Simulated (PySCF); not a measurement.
Start geometry of `ClCCl` from GFN2-xTB (Å):
```
atom  x, y, z in Å
Cl1   -1.425    0.842   -0.043
C2    -0.007   -0.161    0.004
Cl3    1.458    0.815   -0.067
H4     0.026   -0.708    0.940
H5    -0.018   -0.823   -0.870
```

**Question.** What comes out of this run: PBE0-D3(BJ)/def2-TZVP geometry optimisation, gas phase (PySCF)?

**Answer.** 
```
atom  x, y, z in Å
Cl1   -1.6040    0.1673   -0.4794
C2     0.0403    0.0015    0.1330
Cl3    1.2236   -0.2705   -1.1430
H4     0.3027    0.9200    0.6487
H5     0.0655   -0.8510    0.8049
```

The energy falls by 0.39 kcal/mol over 5 energy and gradient evaluations, the largest force component goes from 0.0110 to 3.6e-04 Eh/bohr, and the atoms move by 0.022 Å rms after alignment. The bond that changes most is Cl1–C2 (alkyl chlorine to CCl2 carbon), which lengthens by 0.025 Å. Bonds longer at the end by more than 0.005 Å: 1 of 4; shorter: 1. Rotational constants go from 31853, 3438, 3168 to 32775, 3315, 3070 MHz. The orientation of the end geometry is arbitrary; only internal coordinates are fixed.

The run used 117 basis functions and 36 SCF cycles in all.

Not checked by PBE0-D3(BJ)/def2-TZVP frequencies.
